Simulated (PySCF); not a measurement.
hydrogen fluoride (FH), SMILES F.

Coordinates come from a B3LYP-D3(BJ)/def2-TZVPD optimisation.

Two levels are set side by side: TDA-PBE/def2-TZVPD (PySCF) and TDA-CAM-B3LYP/def2-TZVPD (PySCF). Vertical, same geometry. The lowest singlet is HOMO−1→LUMO 100 % with PBE and HOMO→LUMO 97 % with the other functional; states are paired by order. Differences are taken from unrounded values.

```json
[
 {"quantity": "lowest singlet excitation (eV)", "TDA-CAM-B3LYP": "9.90"},
 {"quantity": "lowest triplet excitation (TDA) (eV)", "TDA-CAM-B3LYP": "9.38"},
 {"quantity": "first bright state (f over 0.05) (eV)", "TDA-CAM-B3LYP": "13.38"},
 {"quantity": "its oscillator strength", "TDA-CAM-B3LYP": "0.07"}
]
```

Question: What does TDA-PBE give, and how far is it from TDA-CAM-B3LYP? (The exact figures need the calculation; the answer reports its results.)

Answer: 
```
quantity                               TDA-PBE  TDA-PBE minus TDA-CAM-B3LYP
-------------------------------------  -------  ---------------------------
lowest singlet excitation (eV)            9.24                        -0.66
lowest triplet excitation (TDA) (eV)      8.77                        -0.62
first bright state (f over 0.05) (eV)    13.78                         0.40
its oscillator strength                   0.08                         0.01
```

A lower first singlet is the usual sign of a functional without exact exchange. Differences between two approximate levels are no errors against the true value.

Rough cost on one machine, each run with all the roots and properties that it gave: TDA-CAM-B3LYP against TDA-PBE within a factor of 2.
